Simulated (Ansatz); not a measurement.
```yaml
crystal:
  periodic: [false, false, false]
  atoms:
    - {symbol: B, position_ang: [-1.359493, -0.027327, -0.000727]}
    - {symbol: O, position_ang: [-0.134732, 0.085577, 0.000676]}
    - {symbol: P, position_ang: [1.494225, -0.058249, 0.000051]}
basis:
  gaussian: {orbitals: def2-TZVP}
hamiltonian: {xc: pbe0}
relax: {f_tol: 0.004, max_steps: 80}
```

```sh
$ ansatz run in.yaml --threads 1 --pin off --events-out ev --progress --plain --max-ram 2176MiB
```

Steps of the relaxation (energy above the last step; positions in Å, forces in eV/Å):

```
3
step 1, 146.8 meV
B    -1.359   -0.027   -0.001   -4.222   -0.340   -0.004
O    -0.135    0.086    0.001    4.219    0.303    0.004
P     1.494   -0.058    0.000    0.003    0.037    0.000
```

```
3
step 2, 25.3 meV
B    -1.389   -0.028   -0.001   -1.453   -0.093   -0.001
O    -0.120    0.085    0.001    1.597    0.051    0.001
P     1.509   -0.058    0.000   -0.144    0.041    0.000
```

```
3
step 3, 4.5 meV
B    -1.404   -0.027   -0.001   -0.228    0.012    0.000
O    -0.111    0.084    0.001    0.375   -0.050    0.000
P     1.515   -0.057    0.000   -0.147    0.038    0.000
```

```
3
step 4, 0.8 meV
B    -1.408    0.013    0.000   -0.037    0.004    0.000
O    -0.105    0.012    0.000   -0.178   -0.003    0.000
P     1.512   -0.025    0.000    0.215   -0.002    0.000
```

```
3
step 5, 0.0 meV
B    -1.410    0.018    0.000    0.002    0.000    0.000
O    -0.107    0.003    0.000   -0.009   -0.001    0.000
P     1.517   -0.021    0.000    0.007    0.000    0.000
```

```
3
step 7, 0.0 meV
B    -1.410    0.019    0.000    0.000    0.000    0.000
O    -0.107    0.001    0.000    0.000    0.000    0.000
P     1.517   -0.020    0.000    0.000    0.000    0.000
```

Close pairs at the end: B1–O2 1.303 Å, O2–P3 1.624 Å.

A stationary point of restricted PBE0 after 7 steps (its stability towards spin polarisation wasn't tested); no frequencies were run, so it isn't proven a minimum. 56 s on 1 thread of Intel Xeon 6975P-C, shared host.
